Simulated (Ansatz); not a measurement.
Species: C4H6, charge 0, singlet. C4H6 (but-2-yne, SMILES C(C)#CC).
B3LYP-D3(BJ)/def2-TZVP minimum from Ansatz (a first-principles code):
```xyz
10

C     -0.0002     0.0011     2.0565
C     -0.0001     0.0003     0.6006
C      0.0001    -0.0003    -0.6006
C      0.0002    -0.0011    -2.0565
H     -0.0090     1.0202     2.4498
H     -0.8782    -0.5156     2.4506
H      0.8864    -0.5005     2.4508
H     -0.0085     1.0175    -2.4509
H      0.8870    -0.5032    -2.4500
H     -0.8777    -0.5183    -2.4502
```
Charge 0, spin multiplicity 1.

Property: atomisation energy (electronic, to ground-state atoms), in kJ/mol. Open shells are spin-unrestricted; no spin-orbit coupling. CBS(X,Y): correlation extrapolated as X^-3, Hartree-Fock from the larger set. A bracket is a step between two methods taken in the basis named. The functionals are non-relativistic, so their misses hold any scalar relativity. '+ core + X2C': CCSD(T) terms for core correlation (cc-pwCVTZ) and scalar relativity (cc-pVTZ-DK). Where a partner has so few electrons that a lower coupled-cluster level is exact, that level stands in.

CCSD(T)/CBS(cc-pVTZ,cc-pVQZ) + [CCSDT(Q) - CCSD(T)]/cc-pVDZ + core + X2C (Ansatz) gives 4206.9 kJ/mol.

What does PBE/def2-TZVPD (Ansatz) give here, and how do the other levels compare?

PBE gives 4288.5 kJ/mol, 81.6 kJ/mol above it. Differences of the others: r2SCAN/def2-TZVPD (Ansatz) -6.7; B3LYP/def2-TZVPD (Ansatz) -24.7; PBE0/def2-TZVPD (Ansatz) 14.9; CCSD(T)/CBS(cc-pVTZ,cc-pVQZ) + core + X2C (Ansatz) -2.5 kJ/mol. Nearer than PBE: r2SCAN/def2-TZVPD, B3LYP/def2-TZVPD, PBE0/def2-TZVPD, CCSD(T)/CBS(cc-pVTZ,cc-pVQZ) + core + X2C.
